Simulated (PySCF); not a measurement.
**PF4+: electronic excitations**

Aim: predict the electronic excitations of PF4+ (`F[P+](F)(F)F`).

Computed with PySCF 2.14.0, with density-fitted response routines of our own, on a single molecule in the gas phase. Atoms are numbered from 0 throughout.

## Step 1: The molecule as given

5 atoms, charge 1, multiplicity 1; geometry from: GFN2-xTB.

Bonds of the start (Å): F0–P1 1.50, P1–F2 1.50, P1–F3 1.50, P1–F4 1.50.

## Step 2: Excited states and response: wB97X-D/def2-SVPD

What the job is given:

```
{"job": {"kind": "uv", "xc": "wB97X-D", "basis": "def2-SVPD", "nstates": 8, "ntriplets": 3}, "charge": 1, "multiplicity": 1}
F     -1.204927    -0.026965    -0.900407
P      0.001813     0.000587    -0.003414
F      1.239715    -0.245879    -0.820859
F      0.100671     1.345106     0.662940
F     -0.128649    -1.069997     1.044555
```

With the program's defaults for keys left out, this is: TDDFT wB97X-D/def2-SVPD, vertical, gas phase, core orbitals frozen in the response.

The run is started by

```bash
$ OMP_NUM_THREADS=1 python probes_run.py task.json out
```

This one command runs all jobs of the session in turn.

Predict these results of the whole session: lowest singlet (wB97X-D/def2-SVPD); brightest single state of those computed; lowest triplet.

As calculated:

| quantity | value |
| --- | --- |
| lowest singlet (wB97X-D/def2-SVPD) | 11.59 eV (107 nm), f = 0.000 |
| brightest single state of those computed | state 7, 13.13 eV, f = 0.125 |
| lowest triplet | 11.02 eV |

The first singlet state (HOMO→LUMO 0.87) lies at 11.59 eV and is dark; of the 8 states computed, the strongest absorption comes from states 6 to 8 together at 13.13 eV (the last computed, so partners may be missing). The lowest triplet lies 0.57 eV below the lowest singlet (triplets in Tamm-Dancoff, singlets in full TDDFT).
